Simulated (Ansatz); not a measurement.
Two isomers of C4H7ClO: A = `C=COCCCl`, B = `C/C(O)=C/CCl`.

Calculated with Ansatz (gas phase, PBE0-D4/def2-TZVP geometries, no zero-point term in ΔE). CCSD(T)/CBS adds triple-zeta CCSD(T) − MP2 to the extrapolated MP2 energy (def2 sets, frozen cores). DFT in def2-TZVPP. B3LYP here is the variant with VWN-RPA as its local correlation; programs differ in this. One conformer a species, not always the lowest.

Problem. Which isomer does CCSD(T)/CBS put lower? Give the gap. (Best estimate.)

Solution. Ansatz gave: B, by 55.0 kJ/mol.

Problem. Give E(B) − E(A) in kJ/mol with CCSD(T)/def2-TZVPP, PBE0-D4, PBE-D4, r2SCAN-D4, B3LYP, HF/def2-TZVPP, B3LYP-D4. (Best estimate.)

Solution. Computed: CCSD(T)/def2-TZVPP -52.8, PBE0-D4 -60.2, PBE-D4 -60.6, r2SCAN-D4 -58.8, B3LYP -53.2, HF/def2-TZVPP -43.8, B3LYP-D4 -54.9. None reverses the order clearly.

Largest T1 diagnostic: 0.011.

In def2-TZVPP, CCSD(T) changes the Hartree–Fock value by −8.9 kJ/mol (the triples alone add −1.0 kJ/mol) and MP2 by −15.3 kJ/mol.
